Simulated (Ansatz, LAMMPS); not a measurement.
**How well does each level of theory give the surface energy (computed: mean of the (100), (110) and (111) faces) of fcc Pd?**

Reference value: 2 J/m² (measured, 0 K, liquid surface tension extrapolated to 0 K by a phenomenological method; average over faces; as tabulated in Patra et al. (2017), arXiv:1702.08515).

Task: Put these levels in order of the surface energy (computed: mean of the (100), (110) and (111) faces) that they give for fcc Pd, smallest first: Lennard-Jones jacobson2022 (LAMMPS), MEAM library.meam-Pd (LAMMPS), r²SCAN (Ansatz, a program for electronic structure).

Result: MEAM library.meam-Pd (1.55 J/m²), r²SCAN (1.71 J/m²), Lennard-Jones jacobson2022 (3.59 J/m²)

Differences against the reference: Lennard-Jones jacobson2022 +80 %, MEAM library.meam-Pd -22 %, r²SCAN -14.5 %.

Computed faces are unreconstructed. Each level is taken at its own relaxed cell. Ansatz's density-functional and Hartree–Fock values are scalar-relativistic unless marked +SOC, with PAW data made under PBE.

Empirical potentials (Lennard-Jones jacobson2022, MEAM library.meam-Pd) are fitted to chosen data: where that held the value shown, agreement is built in, and what lay outside the fit can be far off.

Differences are worked out from the printed values.
